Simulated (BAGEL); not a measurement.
# B3LYP/6-31G(d) (density fitting with qzvpp-jkfit, spherical functions) run of C2H7Al (AlMe2H)

What is the energy change on altering one bond length of C2H7Al (AlMe2H) at B3LYP/6-31G* (density fitting with qzvpp-jkfit, spherical functions)? 

The results are computed with BAGEL 1.2.2.

## 1. The structure to begin with

C2H7Al: 10 atoms, total charge 0, spin state singlet. As SMILES, `[H][Al]([CH3])[CH3]`. Geometry: a GFN2-xTB relaxation, a rough one for these elements and not checked as a minimum.

Bond lengths: Al1–C2 1.990 Å, Al1–C6 1.990 Å, C2–H3 1.097 Å, C2–H4 1.096 Å, C2–H5 1.097 Å, C6–H7 1.096 Å, C6–H8 1.096 Å, C6–H9 1.097 Å, Al1–H10 1.553 Å. Some angles: C2–Al1–C6 128.0°, Al1–C2–H3 113.0°, Al1–C2–H4 113.3°, Al1–C2–H5 111.2°, C2–Al1–H10 116.1°, C6–Al1–H10 115.9°, Al1–C6–H7 113.3°, Al1–C6–H8 113.2°, Al1–C6–H9 111.0°, H3–C2–H4 105.9°.

## 2. The energy at B3LYP/6-31G(d) (density fitting with qzvpp-jkfit, spherical functions)

The input, input.json:

```json
{ "bagel" : [

{
  "title" : "molecule",
  "basis" : "6-31gs.json",
  "df_basis" : "qzvpp-jkfit",
  "angstrom" : "true",
  "geometry" : [
    { "atom" : "Al", "xyz" : [   -0.328150,   -0.559670,   -0.003950 ] },
    { "atom" : "C", "xyz" : [    1.655670,   -0.712600,   -0.001960 ] },
    { "atom" : "H", "xyz" : [    2.116600,   -0.290830,    0.899490 ] },
    { "atom" : "H", "xyz" : [    2.130080,   -0.202200,   -0.848360 ] },
    { "atom" : "H", "xyz" : [    1.972350,   -1.761810,   -0.051500 ] },
    { "atom" : "C", "xyz" : [   -1.428840,    1.097750,    0.002520 ] },
    { "atom" : "H", "xyz" : [   -1.312950,    1.697900,   -0.907600 ] },
    { "atom" : "H", "xyz" : [   -1.192160,    1.769420,    0.836240 ] },
    { "atom" : "H", "xyz" : [   -2.496880,    0.860620,    0.084490 ] },
    { "atom" : "H", "xyz" : [   -1.115730,   -1.898580,   -0.009390 ] }
  ]
},
{ "title" : "ks", "xc_func" : "b3lyp" },
{ "title" : "print", "file" : "orbitals.molden", "orbitals" : "true" }

]}
```

The basis set 6-31G* is read from a file made from the Basis Set Exchange's data (not shown).

Run with:

```console
$ BAGEL_NUM_THREADS=1 BAGEL input.json > input.out
```

Log:

```text
* using 1 threads per process

  ===============================================================
  ===============================================================

  *** Geometry ***

  { "atom" : "Al", "xyz" : [     -0.620114,     -1.057623,     -0.007464 ] },
  { "atom" : "C", "xyz" : [      3.128763,     -1.346619,     -0.003704 ] },
  { "atom" : "H", "xyz" : [      3.999794,     -0.549589,      1.699790 ] },
  { "atom" : "H", "xyz" : [      4.025268,     -0.382103,     -1.603168 ] },
  { "atom" : "H", "xyz" : [      3.727201,     -3.329338,     -0.097321 ] },
  { "atom" : "C", "xyz" : [     -2.700116,      2.074447,      0.004762 ] },
  { "atom" : "H", "xyz" : [     -2.481116,      3.208566,     -1.715115 ] },
  { "atom" : "H", "xyz" : [     -2.252856,      3.343719,      1.580265 ] },
  { "atom" : "H", "xyz" : [     -4.718419,      1.626336,      0.159663 ] },
  { "atom" : "H", "xyz" : [     -2.108424,     -3.587796,     -0.017745 ] },

  Number of auxiliary basis functions:      404

  Since a DF basis is specified, we compute 2- and 3-index integrals:
    o Being stored without compression. Storage requirement is 0.012 GB

  Number of basis functions:       60
  Number of electrons      :       32

    * METHOD: MOLECULE                             0.13

  *** Kohn-Sham DFT ***

    * Removing 17265 points whose weight is below 1.00e-10
    * Grid points: 131795

  === Nuclear Repulsion ===
    94.9802290514

       - DIIS with orbital gradients will be used.

  === KS iteration (b3lyp / 6-31gs.json) ===
      0       -304.90989701          0.15369997           0.26
      1       -314.97626819          0.10021994           0.26
      2       -315.01336930          0.13253374           0.25
      3       -322.56098401          0.02620072           0.25
      4       -322.76751893          0.01672543           0.26
      5       -322.85004748          0.00472635           0.25
      6       -322.85653757          0.00086961           0.25
      7       -322.85675207          0.00019665           0.25
      8       -322.85676157          0.00002148           0.25
      9       -322.85676169          0.00001260           0.25
     10       -322.85676172          0.00000618           0.25
     11       -322.85676174          0.00000061           0.25
     12       -322.85676174          0.00000015           0.25
     13       -322.85676174          0.00000003           0.25
     14       -322.85676174          0.00000001           0.25
     15       -322.85676174          0.00000000           0.26
    * SCF iteration converged.

    * Permanent dipole moment:
           (   -0.159808,    -0.271509,    -0.001365) a.u.

    * METHOD: KS                                   4.61

    * METHOD: PRINT                                0.01

  ===============================================================
```

It took 5.1 s on 1 thread of Arm Neoverse V2, shared host; peak memory 0.38 GiB.

## 3. The distorted shape

The input, dft.json:

```json
{ "bagel" : [

{
  "title" : "molecule",
  "basis" : "6-31gs.json",
  "df_basis" : "qzvpp-jkfit",
  "angstrom" : true,
  "geometry" : [
    { "atom" : "Al", "xyz" : [   -0.362915,   -0.739703,    0.269067 ] },
    { "atom" : "C", "xyz" : [    1.620905,   -0.892633,    0.271057 ] },
    { "atom" : "H", "xyz" : [    2.081835,   -0.470863,    1.172507 ] },
    { "atom" : "H", "xyz" : [    2.095315,   -0.382233,   -0.575343 ] },
    { "atom" : "H", "xyz" : [    1.937585,   -1.941843,    0.221517 ] },
    { "atom" : "C", "xyz" : [   -1.463605,    0.917717,    0.275537 ] },
    { "atom" : "H", "xyz" : [   -1.312950,    1.697900,   -0.907600 ] },
    { "atom" : "H", "xyz" : [   -1.226925,    1.589387,    1.109257 ] },
    { "atom" : "H", "xyz" : [   -2.531645,    0.680587,    0.357507 ] },
    { "atom" : "H", "xyz" : [   -1.150495,   -2.078613,    0.263627 ] }
  ]
},
{
  "title" : "ks",
  "xc_func" : "b3lyp"
},
{
  "title" : "print",
  "file" : "orbitals.molden",
  "orbitals" : true
}

]}
```

The basis set 6-31G* is read from a file made from the Basis Set Exchange's data (not shown).

Run with:

```console
$ BAGEL_NUM_THREADS=1 BAGEL dft.json > dft.out
```

Log:

```text
* using 1 threads per process

  ===============================================================
  ===============================================================

  *** Geometry ***

  { "atom" : "Al", "xyz" : [     -0.685810,     -1.397836,      0.508463 ] },
  { "atom" : "C", "xyz" : [      3.063067,     -1.686832,      0.512223 ] },
  { "atom" : "H", "xyz" : [      3.934098,     -0.889802,      2.215717 ] },
  { "atom" : "H", "xyz" : [      3.959571,     -0.722316,     -1.087241 ] },
  { "atom" : "H", "xyz" : [      3.661505,     -3.669551,      0.418606 ] },
  { "atom" : "C", "xyz" : [     -2.765813,      1.734234,      0.520689 ] },
  { "atom" : "H", "xyz" : [     -2.481116,      3.208566,     -1.715115 ] },
  { "atom" : "H", "xyz" : [     -2.318552,      3.003506,      2.096192 ] },
  { "atom" : "H", "xyz" : [     -4.784116,      1.286123,      0.675590 ] },
  { "atom" : "H", "xyz" : [     -2.174120,     -3.928009,      0.498183 ] },

  Number of auxiliary basis functions:      404

  Since a DF basis is specified, we compute 2- and 3-index integrals:
    o Being stored without compression. Storage requirement is 0.012 GB

  Number of basis functions:       60
  Number of electrons      :       32

    * METHOD: MOLECULE                             0.14

  *** Kohn-Sham DFT ***

    * Removing 16871 points whose weight is below 1.00e-10
    * Grid points: 132189

  === Nuclear Repulsion ===
    93.9559712279

       - DIIS with orbital gradients will be used.

  === KS iteration (b3lyp / 6-31gs.json) ===
      0       -304.86011733          0.15192320           0.26
      1       -314.85436281          0.09843621           0.25
      2       -314.52741799          0.13389595           0.25
      3       -322.43272134          0.03076353           0.25
      4       -322.69832540          0.01992193           0.25
      5       -322.80911812          0.00632251           0.25
      6       -322.81769363          0.00347787           0.25
      7       -322.82084544          0.00110531           0.25
      8       -322.82120441          0.00015502           0.26
      9       -322.82121071          0.00003440           0.26
     10       -322.82121110          0.00001628           0.25
     11       -322.82121120          0.00000091           0.26
     12       -322.82121120          0.00000015           0.26
     13       -322.82121120          0.00000008           0.25
     14       -322.82121120          0.00000004           0.25
     15       -322.82121120          0.00000001           0.25
    * SCF iteration converged.

    * Permanent dipole moment:
           (   -0.149459,    -0.194518,    -0.111177) a.u.

    * METHOD: KS                                   4.63

    * METHOD: PRINT                                0.01

  ===============================================================
```

Run time: 5.1 s. Hardware: 1 thread of Arm Neoverse V2, shared host; peak memory 0.38 GiB.

## 4. Outcome

At B3LYP/6-31G* (density fitting with qzvpp-jkfit, spherical functions):

| quantity | value |
| --- | --- |
| first shape: total energy | -322.85676 Eh |
| first shape: dipole moment | 0.80 D |
| first shape: HOMO energy | -7.38 eV |
| first shape: LUMO energy | -1.02 eV |
| first shape: HOMO–LUMO gap | 6.36 eV |
| distorted shape: total energy | -322.82121 Eh |
| distorted shape: dipole moment | 0.68 D |
| distorted shape: HOMO energy | -7.44 eV |
| distorted shape: LUMO energy | -1.10 eV |
| distorted shape: HOMO–LUMO gap | 6.34 eV |
| energy change with the C6–H7 bond stretched from 1.096 to 1.425 Å | 0.967 eV |

What this shows: With the C6–H7 bond stretched from 1.096 to 1.425 Å the energy rises by 0.97 eV (93.3 kJ/mol). The first shape isn't relaxed at this level, so the change isn't measured from a minimum.
